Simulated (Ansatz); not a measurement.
**How far each method lies from UCCSDT(Q) for H3Ge–AsH2⁺, doublet**

Geometry: that of the H3Ge–AsH2, triplet, kept fixed.

```xyz
7

Ge    0.0000    0.0025    1.2082
As    0.0000   -0.0021   -1.2058
H     0.0000    1.4467    1.7272
H    -1.2505   -0.7364    1.7116
H     1.2505   -0.7364    1.7116
H     0.0000    1.6712   -1.3440
H     0.0000   -1.6715   -1.2506
```

Basis cc-pVDZ; Ansatz 0.2.0. Correlated methods freeze the noble-gas cores and the filled d shells of p-block atoms, which leaves 13 electrons in 51 orbitals. R marks a restricted (for open shells ROHF) determinant, U an unrestricted one. No spin–orbit coupling is included, and no scalar relativity.

Full CI isn't at hand for all of this; UCCSDT(Q) serves as the reference, and is uncertain by about the last step of the cluster series.

Unrestricted rows (U) aren't spin-pure: their determinants' ⟨S²⟩ exceeds S(S+1) by up to 0.16, so they mix in states of higher spin.

The UHF ⟨S²⟩ is 0.911. The T1 diagnostic (RCCSD) is 0.0213 and the largest doubles amplitude (RCCSD) is 0.125. The T1 diagnostic (UCCSD) is 0.0357.

Task: From what is known of these methods and the diagnostics, rank them by the size of their error in total energy against UCCSDT(Q) in cc-pVDZ, smallest first (an estimate: the text doesn't fix the numbers).
A. UHF
B. UCCSDT
C. UMP2
D. UCCSD
E. UCCSD(T)

Result: B (10 meV), E (52 meV), D (240 meV), C (1647 meV), A (6927 meV).

All errors are against UCCSDT(Q) in cc-pVDZ. Within each family the higher level lies nearer, as is usual though not guaranteed.
